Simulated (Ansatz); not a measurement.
A made-up structure of AlBNH5, closed shell:

B1  (1.075, -1.157, 0.550)
Al2  (0.254, 0.412, 0.479)
N3  (-1.273, 0.777, -0.955)
H4  (-2.261, 0.602, -0.771)
H5  (-1.085, 1.167, -1.879)
H6  (0.737, 1.494, 1.544)
H7  (1.906, -1.416, 1.302)
H8  (0.866, -2.060, -0.131)
(Å)

It is relaxed with PBE-D4/def2-SVP and then PBE0-D4/def2-TZVP (Ansatz 0.2.0). Atoms count as bonded within 1.22 times the sum of their covalent radii (H–H: 0.88 Å). The end point is not checked to be a true minimum.

(1) Does its bonding change? (A judgement: the text doesn't fix the answer.)

Answers

(1) Computed: No: no bond forms or breaks.

Where it ends: The first stage lowers the energy by 2.70 eV in 9 steps. It ends as AlBNH₅ ([BH2][AlH][NH2]):
```xyz
8
angstrom
B 1.0546 -1.3588 0.5645
Al 0.2984 0.5857 0.1516
N -1.2624 0.8012 -0.6608
H -1.8735 0.0636 -0.9711
H -1.6662 1.6981 -0.8797
H 1.0676 1.9261 0.5379
H 0.8334 -1.9406 1.5910
H 1.7665 -1.9577 -0.1943
```

Labels in which every atom is bracketed show which atoms are joined, not bond orders.

For scale, one of the runs: PBE0-D4/def2-TZVP relaxation, 129 basis functions, launched by `ansatz run in.yaml --threads 2 --pin off --events-out ev --progress --plain --max-ram 4352MiB`. The run took about 58 s on 2 CPU threads of an Intel Xeon Platinum 8259CL (shared host).
